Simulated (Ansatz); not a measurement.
**1T (CdI2-type) SnS2: properties by level of theory**

Reference values: lattice constant a 3.646 Å (measured, room temperature, not corrected to a static lattice, our sources range from 3.640 to 3.650; as tabulated in Lima et al. (2018), arXiv:1803.05430); lattice parameter c 5.893 Å (measured, room temperature, not corrected to a static lattice; as tabulated in Lima et al. (2018), arXiv:1803.05430).

```
level (code)           lattice parameter a (Å)  lattice parameter c (Å)
---------------------  -----------------------  -----------------------
LDA (Ansatz)                             3.632                    5.700
PBE (Ansatz)                             3.702                    6.983
HSE06-D3(BJ) (Ansatz)                    3.624                    5.740
PBE0 (Ansatz)                            3.659                    6.757
```

Differences from the reference values (errors of the level alone only where the reference is corrected to a static lattice):

```csv
level,lattice constant a (%),lattice parameter c (%)
LDA,-0.38,-3.28
PBE,+1.54,+18.5
HSE06-D3(BJ),-0.60,-2.60
PBE0,+0.36,+14.7
```

Nearest: lattice constant a, not ranked (reference at room or unstated temperature); lattice parameter c, not ranked (reference at room or unstated temperature).

Caveats: LDA has no dispersion term either, though it tends to give short spacings of layers, chains or molecules (LDA); for a layered or molecular solid the relaxed cell lies over 5 % above the published volume, where the minimum can be shallow (PBE); the cell comes from a level without a dispersion term, which matters for the spacing of layers, chains or molecules (PBE, PBE0). Ansatz's density-functional and Hartree–Fock values are scalar-relativistic unless marked +SOC, with PAW data made under PBE.

Differences are worked out from the printed values.

The computed numbers hold no vibrational or temperature effects.

Ansatz is a first-principles code.
